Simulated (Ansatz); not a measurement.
Hematite (α-Fe2O3) was calculated with RPBE (Ansatz, a first-principles code, plane waves, PAW).

Settings: plane-wave cutoff 520 eV, 8×8×8 k mesh, Fermi–Dirac smearing 0.01 eV, spin-polarised with opposed moments, scalar-relativistic PAW data made under PBE.

Response to compression and expansion:

Shape and atoms are relaxed at each volume.

```tsv
V (Å³/atom)	P (GPa)	direct gap at Γ (eV)	smallest gap on the k mesh (eV)	c (Å)
9.990	7.06	1.244	0.661	13.811
10.198	3.36	1.269	0.708	13.923
10.406	0.00	1.289	0.750	14.039
10.614	-3.02	1.301	0.789	14.154
10.822	-5.71	1.307	0.826	14.268
```

The fundamental gap (0.75 eV at the equilibrium volume, with added k points) lies elsewhere than Γ–Γ.

Measured, for comparison: band gap 2.6 eV (temperature not stated, no zero-point or thermal correction, photoemission and inverse photoemission; as tabulated in Parkinson (2016), arXiv:1602.06774).

Note: without U or exact exchange, gaps and moments of open d shells tend to come out too small; the bulk modulus comes from volumes at which shape and atoms were relaxed.
